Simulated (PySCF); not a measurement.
Work out the structure from these simulated measurements.

Formula: C2HCl3.

* Rotational structure: rotational constants A, B, C: 3.984, 1.541, 1.111 GHz [GFN2-xTB]
* 13C NMR: chemical shifts (computed TMS as zero) by class: 144.2 (1 C), 129.4 (1 C) ppm [GIAO PBE0/pcSseg-1]
* NMR, other nuclei: isotropic shieldings of nuclei other than C and H, by class: 630 (1 Cl), 632 (1 Cl), 720 (1 Cl) ppm [GIAO PBE0/pcSseg-1]
* Dipole: 0.94 D [CAM-B3LYP/def2-SVPD]
* Triplet: lowest triplet excitation (Tamm–Dancoff): 3.74 eV [TDA CAM-B3LYP/def2-SVPD]
* Polarisability: 67.2 au [CAM-B3LYP/def2-SVPD]
* UV, strongest line: among the 8 lowest singlet transitions: S2 at 6.17 eV (201 nm, f = 0.352) [TDDFT CAM-B3LYP/def2-SVPD]
* UV, first state: lowest singlet excitation: 5.92 eV (210 nm, f = 0.000) [TDDFT CAM-B3LYP/def2-SVPD]

Electronic properties: PySCF, gas phase, density fitting. Levels stand in brackets. Geometry: GFN2-xTB; no solvent, vibrations or thermal averaging. Each NMR value is the plain mean over a class of atoms that symmetry, rotation or inversion makes alike.

Q: What is the compound? Reason from the data.

A: Numbering: `[Cl:1][CH:2]=[C:3]([Cl:4])[Cl:5]`. Its formula, C2HCl3, gives 1 degree of unsaturation: 0 rings and 1 π bond in the structure found. 2 carbons fall into 2 classes; from least to most shielded: vinylic C–Cl carbon [C3] (144.2 ppm), vinylic C–Cl carbon [C2] (129.4 ppm). The other shieldings belong to: 630 ppm, vinyl chlorine [Cl4]; 632 ppm, vinyl chlorine [Cl5]; 720 ppm, vinyl chlorine [Cl1]. The optimised geometry has point group Cs and is an asymmetric top. Structure: `ClC=C(Cl)Cl` (trichloroethylene). The assignments are read from this structure; whether some other isomer fits the data as well wasn't checked. NMR values of atoms bound to several Cl lack the spin–orbit term that these neighbours bring.
